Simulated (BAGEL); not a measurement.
**HF/6-31G(d) (density fitting with qzvpp-jkfit, spherical functions) run of C2H5Al (AlH2(vinyl))**

What is the energy change on altering one bond length of C2H5Al (AlH2(vinyl)) at HF/6-31G* (density fitting with qzvpp-jkfit, spherical functions)? 

The calculation is run with BAGEL 1.2.2.

## 1. The molecule

The species is C2H5Al (8 atoms), meant as a singlet with charge 0. SMILES: `[H][Al]([H])[CH]=C`. The shape comes from GFN2-xTB, which is rough for such elements, and wasn't checked as a minimum.

Bond lengths: Al1–C4 1.981 Å, C4–C5 1.340 Å, Al1–H2 1.551 Å, Al1–H3 1.551 Å, C4–H6 1.097 Å, C5–H7 1.082 Å, C5–H8 1.084 Å. Angles: Al1–C4–C5 123.2°, Al1–C4–H6 122.3°, C5–C4–H6 114.5°, H2–Al1–C4 123.4°, H3–Al1–C4 123.4°, C4–C5–H7 121.7°, C4–C5–H8 123.3°, H2–Al1–H3 113.2°, H7–C5–H8 115.0°.

## 2. A single-point energy at HF/6-31G(d) (density fitting with qzvpp-jkfit, spherical functions)

Contents of input.json:

```json
{ "bagel" : [

{
  "title" : "molecule",
  "basis" : "6-31gs.json",
  "df_basis" : "qzvpp-jkfit",
  "angstrom" : true,
  "geometry" : [
    { "atom" : "Al", "xyz" : [       0.757880,       1.243210,      -0.412700 ] },
    { "atom" : "H", "xyz" : [       2.305620,       1.330790,      -0.372710 ] },
    { "atom" : "H", "xyz" : [       0.067510,       2.631930,      -0.426090 ] },
    { "atom" : "C", "xyz" : [      -0.236320,      -0.470400,      -0.432500 ] },
    { "atom" : "C", "xyz" : [      -0.683170,      -1.072300,       0.678100 ] },
    { "atom" : "H", "xyz" : [      -0.464670,      -1.005660,      -1.362180 ] },
    { "atom" : "H", "xyz" : [      -0.522550,      -0.646370,       1.659470 ] },
    { "atom" : "H", "xyz" : [      -1.224290,      -2.011190,       0.668610 ] }
  ]
},

{ "title" : "hf" },

{ "title" : "print", "file" : "orbitals.molden", "orbitals" : true }

]}
```

The basis set 6-31G* is read from a file made from the Basis Set Exchange's data (not shown).

Command:

```console
$ BAGEL_NUM_THREADS=1 BAGEL input.json > input.out
```

What it wrote:

```text
* using 1 threads per process

  ===============================================================
  ===============================================================

  *** Geometry ***

  { "atom" : "Al", "xyz" : [      1.432186,      2.349326,     -0.779890 ] },
  { "atom" : "H", "xyz" : [      4.356990,      2.514829,     -0.704320 ] },
  { "atom" : "H", "xyz" : [      0.127575,      4.973627,     -0.805193 ] },
  { "atom" : "C", "xyz" : [     -0.446580,     -0.888927,     -0.817307 ] },
  { "atom" : "C", "xyz" : [     -1.291004,     -2.026353,      1.281423 ] },
  { "atom" : "H", "xyz" : [     -0.878099,     -1.900422,     -2.574147 ] },
  { "atom" : "H", "xyz" : [     -0.987476,     -1.221462,      3.135944 ] },
  { "atom" : "H", "xyz" : [     -2.313573,     -3.800598,      1.263490 ] },

  Number of auxiliary basis functions:      368

  Since a DF basis is specified, we compute 2- and 3-index integrals:
    o Being stored without compression. Storage requirement is 0.009 GB

  Number of basis functions:       56
  Number of electrons      :       30

    * METHOD: MOLECULE                             0.11

  *** RHF ***

  === Nuclear Repulsion ===
    83.0463275303

      * DIIS with orbital gradients will be used.

  === RHF iteration (6-31gs.json) ===
      0       -320.41965183          0.01691481           0.02
      1       -320.48748502          0.00639772           0.02
      2       -320.49743106          0.00168494           0.02
      3       -320.49828588          0.00033296           0.02
      4       -320.49831182          0.00006629           0.02
      5       -320.49831372          0.00001190           0.02
      6       -320.49831379          0.00000470           0.02
      7       -320.49831381          0.00000135           0.02
      8       -320.49831381          0.00000032           0.02
      9       -320.49831381          0.00000007           0.02
     10       -320.49831381          0.00000004           0.02
     11       -320.49831381          0.00000001           0.02
    * SCF iteration converged.

    * Permanent dipole moment:
           (    0.148915,     0.255121,     0.009265) a.u.

    * METHOD: HF                                   0.34

    * METHOD: PRINT                                0.01

  ===============================================================
```

Wall time 0.62 s (1 thread of Arm Neoverse V2, shared host).

## 3. The distorted shape

Contents of input.json:

```json
{ "bagel" : [

{
  "title" : "molecule",
  "basis" : "6-31gs.json",
  "df_basis" : "qzvpp-jkfit",
  "angstrom" : true,
  "geometry" : [
    { "atom" : "Al", "xyz" : [       1.103078,       0.548824,      -0.406005 ] },
    { "atom" : "H", "xyz" : [       2.650818,       0.636404,      -0.366015 ] },
    { "atom" : "H", "xyz" : [       0.067510,       2.631930,      -0.426090 ] },
    { "atom" : "C", "xyz" : [       0.108878,      -1.164786,      -0.425805 ] },
    { "atom" : "C", "xyz" : [      -0.337972,      -1.766686,       0.684795 ] },
    { "atom" : "H", "xyz" : [      -0.119472,      -1.700046,      -1.355485 ] },
    { "atom" : "H", "xyz" : [      -0.177352,      -1.340756,       1.666165 ] },
    { "atom" : "H", "xyz" : [      -0.879092,      -2.705576,       0.675305 ] }
  ]
},

{
  "title" : "hf"
},

{
  "title" : "print",
  "file" : "orbitals.molden",
  "orbitals" : true
}

]}
```

The basis set 6-31G* is read from a file made from the Basis Set Exchange's data (not shown).

Command:

```console
$ BAGEL_NUM_THREADS=1 BAGEL input.json > input.out
```

What it wrote:

```text
* using 1 threads per process

  ===============================================================
  ===============================================================

  *** Geometry ***

  { "atom" : "Al", "xyz" : [      2.084515,      1.037127,     -0.767238 ] },
  { "atom" : "H", "xyz" : [      5.009320,      1.202629,     -0.691668 ] },
  { "atom" : "H", "xyz" : [      0.127575,      4.973627,     -0.805193 ] },
  { "atom" : "C", "xyz" : [      0.205750,     -2.201127,     -0.804655 ] },
  { "atom" : "C", "xyz" : [     -0.638675,     -3.338553,      1.294075 ] },
  { "atom" : "H", "xyz" : [     -0.225769,     -3.212621,     -2.561495 ] },
  { "atom" : "H", "xyz" : [     -0.335147,     -2.533662,      3.148596 ] },
  { "atom" : "H", "xyz" : [     -1.661243,     -5.112798,      1.276142 ] },

  Number of auxiliary basis functions:      368

  Since a DF basis is specified, we compute 2- and 3-index integrals:
    o Being stored without compression. Storage requirement is 0.009 GB

  Number of basis functions:       56
  Number of electrons      :       30

    * METHOD: MOLECULE                             0.11

  *** RHF ***

  === Nuclear Repulsion ===
    81.1852925888

      * DIIS with orbital gradients will be used.

  === RHF iteration (6-31gs.json) ===
      0       -320.35318308          0.01672555           0.02
      1       -320.42377779          0.00623756           0.02
      2       -320.43363728          0.00176214           0.02
      3       -320.43465536          0.00031334           0.02
      4       -320.43468120          0.00008972           0.02
      5       -320.43468413          0.00000989           0.02
      6       -320.43468418          0.00000248           0.02
      7       -320.43468419          0.00000081           0.02
      8       -320.43468419          0.00000031           0.02
      9       -320.43468419          0.00000008           0.02
     10       -320.43468419          0.00000004           0.02
     11       -320.43468419          0.00000001           0.02
    * SCF iteration converged.

    * Permanent dipole moment:
           (   -0.168435,     1.019101,    -0.048030) a.u.

    * METHOD: HF                                   0.34

    * METHOD: PRINT                                0.01

  ===============================================================
```

Wall time 0.62 s (1 thread of Arm Neoverse V2, shared host).

## 4. Outcome

At HF/6-31G* (density fitting with qzvpp-jkfit, spherical functions):

| quantity | value |
| --- | --- |
| first shape: total energy | -320.49831 Eh |
| first shape: dipole moment | 0.75 D |
| first shape: HOMO energy | -9.93 eV |
| first shape: LUMO energy | 1.25 eV |
| first shape: HOMO–LUMO gap | 11.18 eV |
| distorted shape: total energy | -320.43468 Eh |
| distorted shape: dipole moment | 2.63 D |
| distorted shape: HOMO energy | -9.27 eV |
| distorted shape: LUMO energy | 0.91 eV |
| distorted shape: HOMO–LUMO gap | 10.18 eV |
| energy change with the Al1–H3 bond stretched from 1.551 to 2.326 Å | 1.731 eV |

What this shows: One bond (distorted shape) is far stretched, which a spin-restricted single reference describes badly; a broken-symmetry solution may lie lower. With the Al1–H3 bond stretched from 1.551 to 2.326 Å the energy rises by 1.73 eV (40 kcal/mol). The first shape isn't relaxed at this level, so the change isn't measured from a minimum. A restricted reference can't describe the breaking bond well at this length.
